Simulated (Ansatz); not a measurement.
Dissociation curves of BHF2 (SMILES FBF)

BHF2: 4 atoms, total charge 0, spin state singlet. SMILES: `FBF`. Geometry: relaxed at PBE0-D4/def2-TZVP.

```xyz
4

F     1.1543    0.4569   -0.3619
B    -0.0019   -0.0310    0.0252
F    -1.0954    0.5287   -0.4389
H    -0.0570   -0.9546    0.7756
```

The B2–F3 distance is scanned; the parts on either side stay rigid. Basis STO-3G, 3 core orbitals frozen in the correlated methods; program Ansatz 0.2.0. FCI is exact within this basis and core. Energies in eV from each method's value at 1.313 Å; methods without a U are spin-restricted; a dash marks a point that is missing or didn't converge. The shape above is that at 1.313 Å.

```tsv
distance (Å)	PBE	BLYP	B3LYP	r2SCAN0	wB97X	RPA@PBE
1.313	0.00	0.00	0.00	0.00	0.00	0.00
1.641	1.39	1.33	1.56	1.76	1.65	1.45
1.970	3.85	3.72	4.15	4.51	4.37	3.80
2.626	7.47	7.28	7.99	8.53	8.57	6.24
3.283	8.98	8.79	9.68	10.28	10.63	–
```

(1) Estimate the FCI curve, and say how far off each method is.

## Answers

(1) 
| distance (Å) | FCI |
| --- | --- |
| 1.313 | 0.00 |
| 1.641 | 1.57 |
| 1.970 | 3.87 |
| 2.626 | 6.05 |
| 3.283 | 6.34 |

Departure from the FCI curve at its largest: PBE +2.64 eV at 3.28 Å; BLYP +2.44 eV at 3.28 Å; B3LYP +3.34 eV at 3.28 Å; r2SCAN0 +3.94 eV at 3.28 Å; wB97X +4.29 eV at 3.28 Å; RPA@PBE +0.20 eV at 2.63 Å. Restricted functionals keep the electrons paired too, and rise too high.
